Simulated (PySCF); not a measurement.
## How the functional moves excitation energies

Species: C7H5N.
Geometry (PBE0-D3(BJ)/def2-SVP, Å), atoms numbered from 1 in this order:
```
atom  x, y, z in Å
N1     3.5755    0.6780   -0.0188
C2     2.4337    0.4771   -0.0318
C3     1.0230    0.2278   -0.0484
C4     0.1222    1.3000    0.0392
C5    -1.2462    1.0523    0.0228
C6    -1.7209   -0.2553   -0.0800
C7    -0.8260   -1.3217   -0.1672
C8     0.5447   -1.0872   -0.1519
H9     0.5041    2.3192    0.1199
H10   -1.9476    1.8866    0.0913
H11   -2.7967   -0.4448   -0.0924
H12   -1.1986   -2.3451   -0.2482
H13    1.2535   -1.9144   -0.2198
```

Linear-response calculations in the def2-SVPD basis (PySCF; singlets by full response, triplets Tamm–Dancoff, core orbitals frozen in the response; HF means time-dependent Hartree–Fock). 'Strongest' is the level of largest summed f among the singlets computed (10 roots, of which the last may lack a degenerate partner); it can jump between rows when another state enters that window. S1 is the lowest singlet of each run and needn't be the same state throughout; f(S1) is that of one state. Isolated species at its PBE0-D3(BJ)/def2-SVP geometry, gas phase.

```
functional                               kind  S1 (eV)  f(S1)  strongest (eV)  T1 (eV)  HOMO (eV)  gap (eV)  ionisation energy, ΔSCF (eV)
       LDA                                LDA     4.85  0.004            5.41     3.91      -7.09      4.32                          9.86
       PBE                                GGA     4.85  0.004            5.39     3.75      -6.87      4.34                          9.58
     B3LYP  global hybrid, 20% exact exchange     5.09  0.006            6.68     3.77      -7.64      5.79                          9.66
      PBE0  global hybrid, 25% exact exchange     5.18  0.007            6.79     3.73      -7.87      6.19                          9.69
 BHandHLYP  global hybrid, 50% exact exchange     5.39  0.010            6.90     3.67      -8.67      7.99                          9.57
 CAM-B3LYP             range-separated hybrid     5.25  0.007            6.85     3.78      -9.04      8.43                          9.77
   wB97X-D             range-separated hybrid     5.25  0.008            6.86     3.87      -9.60      9.61                          9.76
   LC-wPBE             range-separated hybrid     5.34  0.008            7.02     3.68     -10.33     10.71                          9.92
        HF                       Hartree–Fock     5.59  0.097            7.35     3.17      -9.82     11.63                   not settled
```

S1 runs from 4.85 eV (LDA) to 5.59 eV (HF), a spread of 0.75 eV, while the orbital gap spreads over 7.3 eV. Along PBE (0%), B3LYP (20%), PBE0 (25%), BHandHLYP (50%), HF (100%) S1 rises with the share of exact exchange. −ε(HOMO) comes closest to its own ΔSCF ionisation energy with wB97X-D (-0.16 eV) and misses most with LDA (-2.77 eV). The lowest singlet of a reference set is 1B2(π→π*) at 4.86 eV (computed, theoretical best estimate (aug-cc-pVTZ), gas; Loos, Jacquemin, substituted benzenes, arXiv:2401.13809 (2024)). The lowest computed singlet differs from it by PBE -0.01, LDA -0.02, B3LYP +0.22, PBE0 +0.32, CAM-B3LYP +0.38, wB97X-D +0.39, LC-wPBE +0.47, BHandHLYP +0.52, HF +0.73 eV; geometry and basis of the reference needn't be the same. The lowest triplet of a reference set is 3A1(π→π*) at 3.89 eV (computed, theoretical best estimate (aug-cc-pVTZ), gas; Loos, Jacquemin, substituted benzenes, arXiv:2401.13809 (2024)). The lowest computed triplet differs from it by wB97X-D -0.02, LDA +0.02, CAM-B3LYP -0.11, B3LYP -0.12, PBE -0.14, PBE0 -0.16, LC-wPBE -0.20, BHandHLYP -0.22, HF -0.72 eV; geometry and basis of the reference needn't be the same. 'Not settled' means that the ion's SCF failed to converge or may have ended in another state than the lowest.
